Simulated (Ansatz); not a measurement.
# N2 (triplet): wB97M-V, B2PLYP over a scan of the distance N1–N2, 6-31G

How well do these functionals follow the top wave-function level for N2 (triplet) over a scan of the distance N1–N2?

The runs use Ansatz 0.2.0, Gaussian basis; 6-31G, all electrons in the functionals, frozen cores in the correlation of double hybrids and RPA.

The runs, in order: wB97M-V, B2PLYP, at 1.009 Å; 1.120 Å; 1.266 Å; 1.370 Å; 1.529 Å; 1.757 Å; 1.988 Å; 2.291 Å; 2.853 Å; 3.397 Å; 4.385 Å.

36 further runs of the same task are left out: 4 for a known fault of the program, 23 that didn't finish, 9 set aside as unsound or not needed.

**1. The geometry**

The geometry derives from a PBE0/def2-TZVP stationary point (not a proven minimum). One bond is set to the value named and the two fragments are kept rigid.

2 atoms, charge 0, spin multiplicity 3.

Atoms are counted from 1 here; the program's logs count them from 0.

Bond lengths: N1–N2 1.266 Å.

Coordinates:

```csv
atom,x (Å),y (Å),z (Å)
N1,0.00000,0.00000,0.00000
N2,0.00000,0.00000,1.26631
```

No dispersion term is added; wB97M-V holds VV10 nonlocal correlation.

The geometry shown and the zero of energy belong to the point 1.266 Å. The yardstick, FCI, and other wave-function levels (R restricted, U unrestricted, valence and pair active spaces) come from earlier runs.

**2. wB97M-V, 1.009 Å**

in.yaml reads:

```yaml
crystal:
  periodic: [false, false, false]
  atoms:
    - {symbol: N, position_ang: [0.000000, 0.000000, 0.000000]}
    - {symbol: N, position_ang: [0.000000, 0.000000, 1.009000]}
basis:
  gaussian: {orbitals: 6-31G}
magnetization: {spin_polarized: true, initial_magnetization: 2}
hamiltonian: {xc: {name: wB97M-V}}
output: {forces: true, orbitals: {seedname: orbitals}}
```

On the command line:

```
$ ansatz run in.yaml --threads 1 --pin off --events-out ev --progress --plain --max-ram 2393MiB
```

The runs that follow: wB97M-V, 1.120 Å; wB97M-V, 1.266 Å; wB97M-V, 1.370 Å; wB97M-V, 1.529 Å; wB97M-V, 1.757 Å; wB97M-V, 1.988 Å; wB97M-V, 2.291 Å; wB97M-V, 2.853 Å; wB97M-V, 3.397 Å; wB97M-V, 4.385 Å; B2PLYP, 1.009 Å; B2PLYP, 1.120 Å; B2PLYP, 1.266 Å; B2PLYP, 1.370 Å; B2PLYP, 1.529 Å; B2PLYP, 1.757 Å; B2PLYP, 1.988 Å; B2PLYP, 2.291 Å; B2PLYP, 2.853 Å; B2PLYP, 3.397 Å; B2PLYP, 4.385 Å.

**Question.** What will the summary of the whole plan be? Wanted: span of the FCI curve; largest miss, wB97M-V; largest miss, B2PLYP.

**Answer**, as computed:

```
             quantity                value
span of the FCI curve             5.141 eV
largest miss, wB97M-V  +1.871 eV (4.385 Å)
 largest miss, B2PLYP  +1.439 eV (4.385 Å)
```

In words: Of the functionals, B2PLYP keep the smallest largest miss at the points compared (at most 1.439 eV) and wB97M-V strays most (1.871 eV, at 4.385 Å). wB97M-V, B2PLYP clearly break the spin symmetry at some points (⟨S²⟩ up to 2.00 above the pure value), so energy there is bought with a mixed spin. Functionals and the yardstick converge differently with the basis, so part of each miss in 6-31G is the basis.

Huber and Herzberg's tables give the ground state of this molecule as 1Σg+; the runs here treat another spin state.
